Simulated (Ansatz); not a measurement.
`CO/C=C(/N)O` + H₂ → `CO/C=C/N` + H₂O  (hydrogenolysis of a C–O bond)

Computed with Ansatz on PBE0-D4/def2-TZVP structures; ΔE is electronic, products minus reactants. CCSD(T)/CBS adds triple-zeta CCSD(T) − MP2 to the extrapolated MP2 energy (def2 sets, frozen cores). This one scheme is used for every species. Double bonds are as drawn, so ΔE can hold a change between cis and trans. DFT in def2-TZVPP. B3LYP here is the variant with VWN-RPA as its local correlation; programs differ in this. HSE06 is defined as in plane-wave codes. One conformer a species, not always the lowest.

`CO/C=C(/N)O`:

Cartesian coordinates in Å:
```
C 1.200 -1.562 -0.913
O 1.004 -0.165 -0.823
C -0.296 0.183 -0.514
C -0.510 0.837 0.635
N -1.731 1.222 1.149
O 0.508 1.166 1.456
H 2.251 -1.728 -1.155
H 0.955 -2.058 0.033
H 0.579 -1.993 -1.706
H -1.076 -0.064 -1.225
H -1.706 2.138 1.574
H -2.491 1.135 0.493
H 1.313 0.888 0.996
```

H₂:

```xyz
2

H    -0.279   -0.112   -0.220
H     0.279    0.112    0.220
```

`CO/C=C/N`:

```xyz
12

C     0.100    1.508    1.235
O     0.131    1.561   -0.165
C     0.040    0.371   -0.812
C    -0.119   -0.837   -0.271
N    -0.349   -2.010   -1.009
H     0.184    2.534    1.591
H    -0.840    1.073    1.596
H     0.936    0.917    1.630
H     0.084    0.514   -1.887
H    -0.164   -0.972    0.803
H     0.229   -2.782   -0.706
H    -0.232   -1.877   -2.004
```

H₂O:

Z-matrix (Å, degrees):
```
O
H 1 0.960
H 1 0.960 2 105.1
```

| level | ΔE (kJ/mol) | difference from CCSD(T)/CBS |
| --- | --- | --- |
| PBE-D4 | -55.0 | 14.2 |
| BLYP-D4 | -55.3 | 13.9 |
| B97M-V | -57.3 | 11.9 |
| B3LYP-D4 | -58.5 | 10.7 |
| HSE06-D4 | -58.7 | 10.5 |
| ωB97M-V | -58.2 | 11.0 |
| PBE | -58.1 | 11.1 |
| r2SCAN | -54.2 | 15.0 |
| PBE0 | -61.3 | 7.9 |
| B3LYP | -63.4 | 5.8 |
| r2SCANh | -55.9 | 13.3 |
| r2SCAN0 | -58.3 | 10.9 |
| HSE06 | -61.2 | 8.0 |
| CCSD(T)/def2-SVP | -47.9 | 21.3 |
| HF/def2-TZVPP | -68.8 | 0.4 |
| SCS-MP2/def2-QZVPP | -68.7 | 0.5 |
| CCSD(T)/CBS | -69.2 | 0 |

Largest T1 diagnostic among the species: 0.012.

Leaving LDA and LC-ωPBE aside and taking each functional with its dispersion term where it has one, the values, not all of them listed here, spread over 10.9 kJ/mol, from B2PLYP to revPBE-D4. LDA lies +13.3 kJ/mol from PBE without D4. From r2SCAN to r2SCAN0 (25 % exact exchange), in def2-TZVPP and without D4, ΔE moves by −4.0 kJ/mol. In def2-TZVPP, CCSD(T) changes the Hartree–Fock value by +3.7 kJ/mol (the triples alone add +3.1 kJ/mol) and MP2 by +3.8 kJ/mol.

CCSD(T)/CBS has its own doubt, a few kJ/mol and more with outer-core shells, so smaller differences from it don't rank the levels.
